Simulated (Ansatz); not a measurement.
This Ansatz (a first-principles code) input (wB97M-V/aug-pcseg-2) gives -177.83170 Eh with 207 basis functions.

Ansatz 0.2 input:
```yaml
crystal:
  periodic: [false, false, false]
  atoms:
    - {symbol: C, position_ang: [0.00476229, 0.43392420, -0.00203639]}
    - {symbol: C, position_ang: [1.18383408, -0.15360148, 0.00493325]}
    - {symbol: F, position_ang: [-1.14596015, -0.26718838, -0.00280751]}
    - {symbol: H, position_ang: [-0.17580160, 1.50100015, -0.00772733]}
    - {symbol: H, position_ang: [1.28003303, -1.23028006, 0.01036986]}
    - {symbol: H, position_ang: [2.07783169, 0.45203897, 0.00524394]}
basis:
  gaussian:
    orbitals: aug-pcseg-2
hamiltonian:
  xc: {name: wB97M-V}
magnetization: {spin_polarized: false}
```

Change:
```diff
- orbitals: aug-pcseg-2
+ orbitals: 6-31G*
```

Question: What does the run give now?

Answer: -177.74907 Eh (wB97M-V/6-31G*, 51 functions), a change of +82.63 mEh.
